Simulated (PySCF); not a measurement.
**Which is lower?**

The two ends of one reaction step of C$_{2}$H$_{5}$Al, singlet (PBE0-D4/def2-TZVP).

A:

```tsv
atom	x (Å)	y (Å)	z (Å)
Al1	-0.8291	-0.4613	-1.1484
H2	-0.4216	0.1200	1.7289
H3	-0.7260	-0.6630	-2.7202
H4	-2.1672	-0.8018	-0.3626
C5	0.6549	0.2080	-0.0967
C6	0.5113	0.3625	1.2233
H7	1.6236	0.4745	-0.5191
H8	1.3065	0.7353	1.8670
```

B:

```
8
angstrom
Al -0.8513 -0.7191 -0.2784
H -0.8486 -1.4034 1.1631
H -0.1387 -1.4781 -1.4834
H -1.9755 0.3598 -0.6070
C 0.8835 1.0154 -0.2609
C 0.9859 0.5741 0.8548
H 0.8440 1.4510 -1.2347
H 1.0981 0.2023 1.8479
```

Computed with PySCF 2.14 with density fitting (its default auxiliary sets; JK sets also for MP2 and CCSD(T)) (basis: def2-TZVPP); correlated methods freeze the cores. B3LYP uses VWN-RPA correlation.

Problem. Which structure is lower at CCSD(T), and by how much? (An estimate is asked for; the value comes from the calculation.)

Solution. By the calculation: A, by 37.43 kcal/mol (electronic energy, against the other). By their contacts, A is C₂H₅Al ([CH2][CH][AlH2]) and B is a complex of C₂H₂ (C#C) + AlH₃.

All methods give the same order:

| method | E(B) − E(A) (kcal/mol) |
| --- | --- |
| SPW92 | 40.66 |
| PBE-D4 | 39.10 |
| r2SCAN-D4 | 39.03 |
| PBE0-D4 | 40.95 |
| B3LYP-D4 | 38.92 |
| BHLYP-D4 | 40.69 |
| wB97M-V | 37.75 |
| HF | 39.20 |
| MP2 | 36.73 |
| CCSD | 38.03 |
| CCSD(T) | 37.43 |

T1 diagnostic: at most 0.012.

Labels in which every atom is bracketed show which atoms are joined, not bond orders.

For scale, one of the runs: CCSD(T)/def2-TZVPP, 174 basis functions, launched by `OMP_NUM_THREADS=4 python run.py`. Hardware: 4 CPU threads of an Arm Neoverse V1, shared host. Wall time 2.5 min; peak host memory 1.2 GiB.
